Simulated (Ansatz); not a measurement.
Cost and result for the atomization energy of C₆H₁₂ (`C=CCCCC`) (18 atoms, 17 bonds).

Z-matrix (Å, degrees):
```
C
C 1 1.492
C 1 1.530 2 115.6
H 1 1.098 2 107.9 3 120.4
H 1 1.096 2 109.4 3 -124.3
C 2 1.326 1 125.3 3 129.1
H 2 1.090 1 115.8 3 -52.2
C 3 1.526 1 115.7 2 -68.8
H 3 1.097 1 109.4 2 55.2
H 3 1.095 1 107.3 2 169.7
H 6 1.086 2 121.3 1 -1.6
H 6 1.084 2 121.7 1 178.5
C 8 1.521 3 115.0 1 78.9
H 8 1.097 3 109.0 1 -44.7
H 8 1.095 3 108.3 1 -159.4
H 13 1.094 8 110.8 3 57.7
H 13 1.093 8 111.0 3 177.1
H 13 1.091 8 111.8 3 -62.5
```

The species carries charge 0 and has multiplicity 1. The structure was optimised at the PBE0-D4/def2-TZVP level. It is one conformer, not always the lowest. Program: Ansatz. All runs use 2 threads of an AMD EPYC 7R13 on a shared host and a share of an NVIDIA H100 80 GB. Times are those of one run each, without the atoms' runs, and a repeat can differ threefold. Electronic energies, without spin–orbit coupling; frozen cores. CCSD(T)/CBS adds CCSD(T) − MP2 in def2-TZVPP to the MP2 limit, and its time is that of the two runs behind it. T1 = 0.009. B3LYP takes the VWN-RPA correlation (the form of Gaussian; ORCA's B3LYP/G).

CCSD(T)/CBS is a level of theory with its own doubt, some kJ/mol a heavy atom from the limit and from the frozen cores, so smaller differences don't rank the functionals.

```csv
level,functions,wall time,atomization (kcal/mol),difference from CCSD(T)/CBS,per bond
PBE0-D4/def2-TZVPP,354,7 s,1755.4,14.6,0.9
PBE-D4/def2-TZVPP (with forces),354,9 s,1775.0,34.2,2.0
r2SCAN-D4/def2-TZVPP (with forces),354,11 s,1745.2,4.4,0.3
B2PLYP/def2-TZVPP,354,11 s,1726.7,-14.1,-0.8
B3LYP-D4/def2-TZVPP (with forces),354,12 s,1744.6,3.8,0.2
MP2/def2-QZVPP,702,14 s,1742.2,1.4,0.1
ωB97X-V/def2-TZVPP,354,14 s,1742.3,1.5,0.1
ωB97M-V/def2-TZVPP (with forces),354,14 s,1745.8,5.0,0.3
CCSD(T)/def2-TZVPP,354,28 s,1705.5,-35.3,-2.1
CCSD(T)/CBS(def2),–,41 s,1740.8,0.0,0.0
```

In def2-TZVPP, CCSD(T) changes the Hartree–Fock value by +383.0 kcal/mol (the triples alone add +20.7 kcal/mol) and MP2 by +399.0 kcal/mol; breaking electron pairs costs correlation energy, which Hartree–Fock lacks. The D4 term adds +13.2 kcal/mol with B3LYP and +7.1 kcal/mol with PBE0; it sums over pairs of atoms, weighted by their polarisabilities, and B3LYP, whose exchange is more repulsive, gets the larger term. From PBE to PBE0 (25 % exact exchange), in def2-TZVPP and without D4, the atomization energy moves by −18.3 kcal/mol: exact exchange takes away binding that semilocal exchange gives to molecules.
